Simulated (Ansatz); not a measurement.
Predict the output of the script below (Ansatz 0.2.0 through its Python package).

The script, `composite.py`:
```python
"""Relax OS(-) cheaply, then refine its energy."""

import itertools
import warnings

import ansatz
from ase.data import atomic_numbers, covalent_radii
import numpy as np

GEOMETRY = """
S     0.00000    0.00000    0.00000
O     0.00000    0.00000    1.68500
"""

warnings.simplefilter("ignore", ansatz.DeckWarning)

molecule = ansatz.Crystal.molecule()
for line in GEOMETRY.strip().splitlines():
    symbol, *xyz = line.split()
    molecule = molecule.atom(symbol, [float(v) for v in xyz])

job = (
    molecule.calculation()
    .basis(gaussian="def2-SVP")
    .functional("PBE0", dispersion="d3bj")
    .charge(-1)
    .spin("collinear", total=1)
    .accuracy("medium")
)
symbols = [site.symbol for site in molecule.cartesian_sites]
start = np.array([site.position_ang for site in molecule.cartesian_sites], dtype=float)
report = job.relax(force_tolerance=0.01, max_steps=100).run(threads=1, backend="cpu").report
end = np.array(report["positions_ang"])
# pairs closer than 1.2 times the sum of covalent radii, before or after
radius = [covalent_radii[atomic_numbers[s]] for s in symbols]
span = lambda where, i, j: np.linalg.norm(where[i] - where[j])
bonded = [(i, j) for i, j in itertools.combinations(range(len(symbols)), 2) if min(span(start, i, j), span(end, i, j)) < 1.2 * (radius[i] + radius[j])]
print("pair        before    after (A)")
for i, j in bonded:
    print(f"{symbols[i]}{i}-{symbols[j]}{j}".ljust(10), f"{span(start, i, j):8.4f} {span(end, i, j):8.4f}")

minimum = ansatz.Crystal.molecule()
for symbol, place in zip(symbols, end):
    minimum = minimum.atom(symbol, place.tolist())
at_minimum = minimum.calculation().charge(-1).spin("collinear", total=1)
# MP2 extrapolated to the basis limit, plus the small-basis difference CCSD(T) - MP2
level = lambda method, basis: at_minimum.basis(gaussian=basis).correlation(method).run(threads=1, backend="cpu").report
small, large, cluster = level("mp2", "cc-pVDZ"), level("mp2", "cc-pVTZ"), level("ccsd_t", "cc-pVDZ")
corr = lambda each: (each["free_energy_ev"] - each["reference_energy_ev"]) / 27.211386246
mp2_limit = (27 * corr(large) - 8 * corr(small)) / 19
pieces = {"HF / cc-pVTZ": large["reference_energy_ev"] / 27.211386246, "MP2 correlation, DZ-TZ limit": mp2_limit, "CCSD(T) - MP2 / cc-pVDZ": corr(cluster) - corr(small)}
for name, value in pieces.items():
    print(f"{name:32s} {value:14.6f} Ha")
print(f"{'sum':32s} {sum(pieces.values()):14.6f} Ha")
print("T1 diagnostic", round(cluster["correlation"]["coupled_cluster"]["t1_diagnostic"], 4))
```

```console
$ python composite.py
pair        before    after (A)
S0-O1        1.6850   1.6090
HF / cc-pVTZ                        -472.396704 Ha
MP2 correlation, DZ-TZ limit          -0.434698 Ha
CCSD(T) - MP2 / cc-pVDZ               -0.031480 Ha
sum                                 -472.862882 Ha
T1 diagnostic 0.0387
```

Caveats:
- These settings explore the input space; basis and method may be short of convergence.
- The sum leaves out core correlation, relativity, the Hartree-Fock basis error and zero-point energy; a DZ-TZ extrapolation is rough.
- The species is open-shell (spin multiplicity 2).
- Inner cores stay frozen, so this is valence correlation.
- For Al to Cl the sets with a tight d function, cc-pV(X+d)Z, are usual.
- The spin state was assumed, and another may lie lower.
- An extrapolation from small basis sets is rough.
- Anions want diffuse functions, which this basis lacks.
- Hardware and time: 4.2 s on 1 thread of INTEL(R) XEON(R) PLATINUM 8581C CPU @ 2.10GHz (Emerald Rapids) (shared host), peak memory 0.19 GiB.
